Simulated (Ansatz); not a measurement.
# Al₂H (doublet): wave-function methods side by side at angle Al2–Al1–H3 = 107.6°, cc-pVTZ

One table from this session's results is given with a row withheld; the runs are named, their logs left out.

Computed with Ansatz 0.2.0, Gaussian basis. Level: cc-pVTZ, core rule «outside noble gas», up to 10 orbitals frozen.

The runs, in order: UHF; CCSD(T) on ROHF; CCSD(T) on UHF; BCCD(T) on ROHF; CISD; CCSDT(Q) on ROHF; CCSDT(Q) on UHF; CASSCF and MRCISD+Q, 3 electrons in 3 orbitals; CASSCF and NEVPT2, 3 electrons in 3 orbitals.

24 further runs of the same task are left out: 8 for a known fault of the program, 1 for a mislabelled method, 12 that didn't finish, 3 set aside as unsound or not needed.

### What is computed

The geometry derives from a PBE0/def2-TZVP stationary point (not a proven minimum). One angle is set to the value named; bond lengths are kept.

3 atoms, charge 0, spin multiplicity 2.

Atoms are counted from 1 here; the program's logs count them from 0.

Bond lengths: Al1–Al2 2.677 Å, Al1–H3 1.619 Å. Angles: Al2–Al1–H3 107.6°.

Set-up of the first run:

File in.yaml:

```yaml
crystal:
  periodic: [false, false, false]
  atoms:
    - {symbol: Al, position_ang: [-0.793548, 0.000000, 1.036328]}
    - {symbol: Al, position_ang: [0.787467, 0.000000, -1.123854]}
    - {symbol: H, position_ang: [0.162779, 0.000000, 2.342983]}
basis:
  gaussian: {orbitals: cc-pVTZ}
magnetization: {spin_polarized: true, initial_magnetization: 1}
hamiltonian: {xc: hf}
output: {orbitals: {seedname: orbitals}}
```

Started as:

```console
$ ansatz run in.yaml --threads 1 --pin off --events-out ev --progress --plain --max-ram 2502MiB
```

Steps of the session up to this table: UHF; CCSD(T) on ROHF; CCSD(T) on UHF; BCCD(T) on ROHF; CISD; CCSDT(Q) on ROHF; CCSDT(Q) on UHF; CASSCF and MRCISD+Q, 3 electrons in 3 orbitals; CASSCF and NEVPT2, 3 electrons in 3 orbitals.

One of the session's tables, all rows but one given; the rest of the session is left out.

| method | from UCCSDT(Q) (meV) |
| --- | --- |
| ROHF | +4293.1 |
| UHF | +3950.1 |
| RMP2 | +1204.3 |
| UMP2 | +1251.8 |
| CISD | +589.2 |
| RCCSD | +226.8 |
| UCCSD | +216.0 |
| RCCSD(T) | +59.2 |
| UCCSD(T) | ? |
| BCCD(T) | +55.9 |
| RCCSDT | +12.8 |
| UCCSDT | +11.2 |
| RCCSDT(Q) | +0.7 |
| UCCSDT(Q) | 0 |
| CASSCF pair | +3817.0 |
| NEVPT2 pair | +1150.8 |
| MRCISD pair | +502.9 |
| MRCISD+Q pair | +107.1 |

Q: Estimate the row for UCCSD(T) from the others.

The run gave: from UCCSDT(Q) (meV): +61.4. In the column «from UCCSDT(Q) (meV)» it lies between RCCSD(T) (+59.2) and MRCISD+Q pair (+107.1).

Limits of these values: Restricted and unrestricted rows rest on different reference determinants; where their highest levels disagree by more than a few hundredths of an eV, they describe different states and don't form one ladder.
